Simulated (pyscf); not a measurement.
Single points on ωB97X-D3(BJ)/def2-SVP structures (PySCF, gas phase). MP2 and CC: frozen core, UHF for open shells. ΔMP2 is the change of the MP2 total energy from the triple- to the quadruple-zeta basis.

For HC≡CH (SMILES C#C) + Br• (SMILES [Br]) -> •HC=CH–Br (SMILES [CH]=CBr), an addition (doublet surface; none broken, Br–C formed), PBE/def2-TZVP gives ΔE‡ = -11.0 kcal/mol and ΔE = -17.5 kcal/mol (zero: the separated reactants). In which direction and how far do M06-2X/def2-TZVP, ωB97M-D3(BJ)/def2-TZVP, CCSD(T)/def2-TZVPP + ΔMP2(QZVPP) move these?

M06-2X: ΔE‡ = -1.1 kcal/mol, ΔE = -7.8 kcal/mol; ωB97M-D3(BJ): ΔE‡ = -1.8 kcal/mol, ΔE = -7.5 kcal/mol; CCSD(T): ΔE‡ = -1.1 kcal/mol, ΔE = -8.5 kcal/mol. PBE's barrier lies under all of them, by 9.1 to 9.9 kcal/mol. Its reaction energy lies under all of them, by 8.9 to 10.0 kcal/mol. Much of the shift in the barrier follows the reaction energy. On the reactant side the descent ends in what is likely a three-electron adduct, which functionals tend to overbind, 5.9 kcal/mol under the separated species and 1.5 kcal/mol under the saddle at ωB97X-D3(BJ)/def2-TZVP. At M06-2X, ωB97M-D3(BJ)/def2-TZVP, CCSD(T) the saddle lies under the separated reactants, which points to a path from their complex (located at ωB97X-D3(BJ) alone). At PBE this geometry lies under the reactants; that is no barrier but a single point on another level's saddle; such a level's own saddle, if it has one, lies nearer that side and is low. At ωB97X-D3(BJ)/def2-TZVP the barrier from the zero used here is -4.4 kcal/mol. One saddle was located; it need not be the lowest between these sides. The CCSD(T) − MP2 part came from Ansatz, without density fitting, on the same reference. A UHF reference is spin-contaminated (<S²> up to 0.99), which harms MP2 most. The frozen core leaves the outer d or s,p core shells of the metals and heavy elements correlated in the MP2 and CC values, and def2-TZVPP describes them poorly, which can shift differences by a few kcal/mol. Left out: the spin-orbit lowering of Br, which is large for Br, Se, Te and I. Elements up to Kr have no core potential and no relativistic terms here.
